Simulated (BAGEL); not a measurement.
**SiNH4S (SMILES N[SiH2][S]) at UHF/6-311+G(d,p) (density fitting with qzvpp-jkfit)**

Aim: the vertical ionisation energy of SiNH4S at UHF/6-311+G** (density fitting with qzvpp-jkfit), from 2 runs. 

The results are computed with BAGEL 1.2.2.

## Step 1: The molecule

The species is SiNH4S (7 atoms), meant as a doublet with charge 0. As SMILES, `N[SiH2][S]`. The coordinates come from a PBE0-D4/def2-TZVP relaxation. This is one conformer, not always the lowest.

Bond lengths: N1–Si2 1.724 Å, Si2–S3 2.123 Å, N1–H4 1.009 Å, N1–H5 1.009 Å, Si2–H6 1.483 Å, Si2–H7 1.483 Å. Angles: N1–Si2–S3 104.9°, N1–Si2–H6 108.6°, N1–Si2–H7 108.6°, S3–Si2–H6 112.0°, S3–Si2–H7 112.0°, Si2–N1–H4 119.1°, Si2–N1–H5 119.1°, H6–Si2–H7 110.4°, H4–N1–H5 110.8°.

## Step 2: A single-point energy at UHF/6-311+G(d,p) (density fitting with qzvpp-jkfit)

File input.json:

```json
{ "bagel": [

{
  "title": "molecule",
  "basis": "6-311+gss.json",
  "df_basis": "qzvpp-jkfit",
  "angstrom": true,
  "geometry": [
    { "atom": "N", "xyz": [      -0.745300,       0.024700,      -0.769600 ] },
    { "atom": "Si", "xyz": [       0.651700,      -0.008000,       0.239500 ] },
    { "atom": "S", "xyz": [      -0.104200,      -0.184300,       2.215000 ] },
    { "atom": "H", "xyz": [      -1.342400,       0.837600,      -0.753400 ] },
    { "atom": "H", "xyz": [      -1.289700,      -0.817300,      -0.880200 ] },
    { "atom": "H", "xyz": [       1.406500,       1.253500,       0.044800 ] },
    { "atom": "H", "xyz": [       1.484600,      -1.174200,      -0.141800 ] }
  ]
},

{ "title": "uhf", "nopen": 1 },

{ "title": "print", "file": "orbitals.molden", "orbitals": true }

]}
```

The basis set 6-311+G** is read from a file made from the Basis Set Exchange's data (not shown).

Command:

```bash
$ BAGEL_NUM_THREADS=1 BAGEL input.json > input.out
```

Output:

```text
* using 1 threads per process

  ===============================================================
  ===============================================================

  *** Geometry ***

  { "atom" : "N", "xyz" : [     -1.408413,      0.046676,     -1.454333 ] },
  { "atom" : "Si", "xyz" : [      1.231535,     -0.015118,      0.452589 ] },
  { "atom" : "S", "xyz" : [     -0.196909,     -0.348277,      4.185743 ] },
  { "atom" : "H", "xyz" : [     -2.536768,      1.582835,     -1.423720 ] },
  { "atom" : "H", "xyz" : [     -2.437180,     -1.544473,     -1.663337 ] },
  { "atom" : "H", "xyz" : [      2.657900,      2.368772,      0.084660 ] },
  { "atom" : "H", "xyz" : [      2.805487,     -2.218916,     -0.267963 ] },

  Number of auxiliary basis functions:      405

  Since a DF basis is specified, we compute 2- and 3-index integrals:
    o Being stored without compression. Storage requirement is 0.036 GB

  Number of basis functions:      106
  Number of electrons      :       41

    * METHOD: MOLECULE                             0.18

  *** Open-shell HF ***

  === Nuclear Repulsion ===
   143.5444204891

      * DIIS with orbital gradients will be used.

  === UHF iteration (6-311+gss.json) ===
      0       -742.96846998          0.05722904           0.13
      1       -743.17711913          0.03855818           0.13
      2       -743.25256075          0.02445765           0.13
      3       -743.29773277          0.00149706           0.13
      4       -743.29873293          0.00039601           0.12
      5       -743.29884972          0.00011019           0.13
      6       -743.29887078          0.00003410           0.13
      7       -743.29887771          0.00000846           0.13
      8       -743.29887925          0.00000412           0.13
      9       -743.29887984          0.00000216           0.12
     10       -743.29888003          0.00000071           0.12
     11       -743.29888004          0.00000025           0.12
     12       -743.29888004          0.00000016           0.12
     13       -743.29888004          0.00000014           0.12
     14       -743.29888004          0.00000014           0.13
     15       -743.29888004          0.00000014           0.13
     16       -743.29888004          0.00000014           0.13
     17       -743.29888004          0.00000012           0.13
     18       -743.29888004          0.00000010           0.13
     19       -743.29888004          0.00000008           0.13
     20       -743.29888004          0.00000005           0.13
     21       -743.29888004          0.00000002           0.13
     22       -743.29888004          0.00000001           0.13
     23       -743.29888004          0.00000001           0.13
     24       -743.29888004          0.00000000           0.13
    * SCF iteration converged.

    * S^2 (UHF) is 0.7577

    * Permanent dipole moment:
           (    0.135207,    -0.025650,     0.385953) a.u.

    * METHOD: UHF                                  3.34

    * METHOD: PRINT                                0.03

  ===============================================================
```

Run time: 3.9 s. Hardware: 1 thread of Arm Neoverse V1, shared host; peak memory 0.12 GiB.

## Step 3: The singlet cation

File job.json:

```json
{ "bagel" : [

{
  "title" : "molecule",
  "basis" : "6-311+gss.json",
  "df_basis" : "qzvpp-jkfit",
  "angstrom" : true,
  "geometry" : [
    { "atom" : "N", "xyz" : [   -0.745300,    0.024700,   -0.769600 ] },
    { "atom" : "Si", "xyz" : [    0.651700,   -0.008000,    0.239500 ] },
    { "atom" : "S", "xyz" : [   -0.104200,   -0.184300,    2.215000 ] },
    { "atom" : "H", "xyz" : [   -1.342400,    0.837600,   -0.753400 ] },
    { "atom" : "H", "xyz" : [   -1.289700,   -0.817300,   -0.880200 ] },
    { "atom" : "H", "xyz" : [    1.406500,    1.253500,    0.044800 ] },
    { "atom" : "H", "xyz" : [    1.484600,   -1.174200,   -0.141800 ] }
  ]
},
{ "title" : "hf", "charge" : 1 },
{ "title" : "print", "file" : "orbitals.molden", "orbitals" : true }

]}
```

The basis set 6-311+G** is read from a file made from the Basis Set Exchange's data (not shown).

Command:

```bash
$ BAGEL_NUM_THREADS=1 BAGEL job.json > job.out
```

Output:

```text
* using 1 threads per process

  ===============================================================
  ===============================================================

  *** Geometry ***

  { "atom" : "N", "xyz" : [     -1.408413,      0.046676,     -1.454333 ] },
  { "atom" : "Si", "xyz" : [      1.231535,     -0.015118,      0.452589 ] },
  { "atom" : "S", "xyz" : [     -0.196909,     -0.348277,      4.185743 ] },
  { "atom" : "H", "xyz" : [     -2.536768,      1.582835,     -1.423720 ] },
  { "atom" : "H", "xyz" : [     -2.437180,     -1.544473,     -1.663337 ] },
  { "atom" : "H", "xyz" : [      2.657900,      2.368772,      0.084660 ] },
  { "atom" : "H", "xyz" : [      2.805487,     -2.218916,     -0.267963 ] },

  Number of auxiliary basis functions:      405

  Since a DF basis is specified, we compute 2- and 3-index integrals:
    o Being stored without compression. Storage requirement is 0.036 GB

  Number of basis functions:      106
  Number of electrons      :       41

    * METHOD: MOLECULE                             0.18

  *** RHF ***

  === Nuclear Repulsion ===
   143.5444204891

      * DIIS with orbital gradients will be used.

  === RHF iteration (6-311+gss.json) ===
      0       -742.55616842          0.02903115           0.06
      1       -741.85569391          0.04414768           0.06
      2       -742.81405364          0.01214835           0.06
      3       -742.88375692          0.00560736           0.06
      4       -742.89763157          0.00185501           0.06
      5       -742.89960806          0.00044258           0.06
      6       -742.89975224          0.00005930           0.06
      7       -742.89975632          0.00001524           0.07
      8       -742.89975661          0.00000479           0.06
      9       -742.89975665          0.00000138           0.06
     10       -742.89975665          0.00000038           0.06
     11       -742.89975665          0.00000018           0.06
     12       -742.89975666          0.00000015           0.06
     13       -742.89975666          0.00000014           0.06
     14       -742.89975666          0.00000014           0.06
     15       -742.89975665          0.00000013           0.06
     16       -742.89975665          0.00000009           0.06
     17       -742.89975665          0.00000008           0.06
     18       -742.89975665          0.00000006           0.06
     19       -742.89975665          0.00000003           0.06
     20       -742.89975665          0.00000001           0.06
     21       -742.89975665          0.00000001           0.07
    * SCF iteration converged.

    * Permanent dipole moment:
           (   -0.007300,     0.079878,    -1.044655) a.u.

    * METHOD: HF                                   1.52

    * METHOD: PRINT                                0.03

  ===============================================================
```

Wall time 1.9 s (1 thread of Arm Neoverse V1, shared host); peak memory 0.12 GiB.

## Step 4: Outcome

At UHF/6-311+G** (density fitting with qzvpp-jkfit):

| quantity | value |
| --- | --- |
| doublet SiNH4S: total energy | -743.29888 Eh |
| doublet SiNH4S: dipole moment | 1.04 D |
| doublet SiNH4S: ⟨S²⟩ | 0.758 |
| singlet cation: total energy | -742.89976 Eh |
| singlet cation: HOMO energy | -16.03 eV |
| singlet cation: LUMO energy | -9.53 eV |
| singlet cation: HOMO–LUMO gap | 6.50 eV |
| vertical ionisation energy (to the singlet cation) | 10.861 eV |

What this shows: The vertical ionisation energy comes to 10.86 eV (250 kcal/mol). Only the singlet of the ionised species was computed; a triplet could lie lower.
